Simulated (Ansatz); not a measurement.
The same path of BH$_{2}$N (4 atoms, charge 0, multiplicity 1) was run twice with different band settings. Lost on the way: B1–H3. Made: N2–H3.

Level of theory: RKS PBE-D4/def2-SVP in Ansatz 0.2.0.

Relaxed end points:

```xyz
4
Properties=species:S:1:pos:R:3
B -0.402 -0.417 0.011
N 0.462 0.486 -0.009
H -1.227 -1.272 0.034
H 1.167 1.203 -0.037
```

```xyz
4
Properties=species:S:1:pos:R:3
B -1.000 0.540 0.662
N 0.052 -0.028 -0.035
H 0.020 -0.985 -0.405
H 0.928 0.474 -0.222
```

Common settings: spring 5.0 eV/Å²; optimiser quadratic models (default); start path through a guess of the saddle point; force threshold 0.05 eV/Å; iteration limit 60; end points relaxed.

| run | movable images | climbing image |
| --- | --- | --- |
| 1 | 5 | yes |
| 2 | 6 | no |

Q: What does each run give, and how far can it be trusted?

A: Run 1: converged after 10 iterations, highest image 2.918 eV above the first end. A vibrational analysis at the climbing image gives one clearly imaginary mode, 1360i cm⁻¹: a first-order saddle point.
Run 2: converged after 9 iterations, highest image 2.749 eV above the first end. No image climbed, so the highest image needn't sit at the top of the path.
The orbitals stay closed-shell, which can raise the energy where a bond breaks towards radicals; this wasn't checked here.
